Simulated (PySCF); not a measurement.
Isomers of C3H7OP. The calculation used PySCF, TDDFT CAM-B3LYP/def2-SVPD, vertical, gas phase, core orbitals frozen in the response. Geometries: GFN2-xTB; one conformer of each isolated species. Triplets are in the Tamm–Dancoff approximation.

A. `C=PCOC`
B. `C[C@@H]1C[P@@H]1=O`
C. `[H]/P=C(\C)OC`
D. `O=[PH]1CCC1`

Lowest singlet levels (six at most, fewer where fewer were computed) with oscillator strengths:

1. 239 nm (f 0.214); 232 nm (f 0.010); 212 nm (f 0.015); 188 nm (f 0.033); 177 nm (f 0.003); 169 nm (f 0.000); T1 2.84 eV
2. 300 nm (f 0.005); 225 nm (f 0.149); 213 nm (f 0.021); 181 nm (f 0.003); 179 nm (f 0.026); 174 nm (f 0.163); T1 2.82 eV
3. 199 nm (f 0.006); 183 nm (f 0.001); 178 nm (f 0.035); 171 nm (f 0.104); 167 nm (f 0.013); 165 nm (f 0.006); T1 5.73 eV
4. 171 nm (f 0.007); 170 nm (f 0.005); 167 nm (f 0.006); 163 nm (f 0.007); 162 nm (f 0.039); 158 nm (f 0.054); T1 6.94 eV

Task: Match each spectrum to its molecule.

Result: 1 = C, 2 = A, 3 = B, 4 = D.
- A: S1 at 4.13 eV, HOMO→LUMO (96%); Löwdin shares by element: HOMO phosphorus 39%, oxygen 30%, carbon 18% or more; LUMO phosphorus 45%, carbon 41% or more; HOMO -8.34 and LUMO -0.52 eV.
- B: S1 at 6.22 eV, HOMO→LUMO (42%), HOMO→LUMO+1 (27%), HOMO→LUMO+2 (10%); Löwdin shares by element: HOMO oxygen 37%, carbon 32% or more, phosphorus 20%; LUMO carbon 41%, phosphorus 13% (atoms not listed hold the other 46%); HOMO -8.56 and LUMO 1.19 eV.
- C: S1 at 5.18 eV, HOMO→LUMO (94%); Löwdin shares by element: HOMO phosphorus 44%, carbon 27% or more, oxygen 15%, hydrogen 5% or more; LUMO phosphorus 36%, carbon 34% or more, oxygen 12%, hydrogen 6% or more; HOMO -7.65 and LUMO 0.25 eV.
- D: S1 at 7.24 eV, HOMO→LUMO+1 (66%), HOMO→LUMO+4 (16%); Löwdin shares by element: HOMO (one of a set within 0.03 eV) oxygen 55%, phosphorus 17%, hydrogen 9% or more, carbon 6% or more; LUMO carbon 32% or more, hydrogen 25% or more (atoms not listed hold the other 43%); HOMO -9.24 and LUMO 1.16 eV; point group Cs.
